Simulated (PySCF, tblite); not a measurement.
Potential energy curve for Na2, singlet.

Levels: GFN2-xTB, 300 K electronic temperature (tblite); RKS-LDA (SVWN5) = restricted LDA (SVWN5)/cc-pVDZ (PySCF); UCCSD(T) = PySCF with CCSD(T) on UHF/cc-pVDZ, 2 core orbitals frozen.

Energies relative to the lowest point of each curve near equilibrium, in kJ/mol:

```tsv
R / Å	GFN2-xTB	RKS-LDA (SVWN5)
2.50	10.1	14.7
2.61	2.3	8.0
2.94	4.6	0.1
3.04	9.2	0.0
3.17	16.6	1.2
3.59	44.4	12.8
3.85	58.0	23.1
5.17	135.0	74.1
6.84	186.2	109.0
7.53	195.0	115.8
8.32	200.9	120.3
9.19	204.4	123.0
```

Question: Estimate the UCCSD(T) values at these points.

Answer: 2.50: 25.4; 2.61: 17.5; 2.94: 3.6; 3.04: 1.4; 3.17: 0.0; 3.59: 5.4; 3.85: 13.1; 5.17: 51.6; 6.84: 65.6; 7.53: 66.5; 8.32: 66.9; 9.19: 67.1 (kJ/mol).

The restricted form behind RKS-LDA (SVWN5) keeps the bonding electrons paired and can't separate into open-shell fragments. The unrestricted determinant behind UCCSD(T) is spin-contaminated at 2.50 to 9.19 Å (<S²> up to 1.0, against 0.00 for a pure singlet).
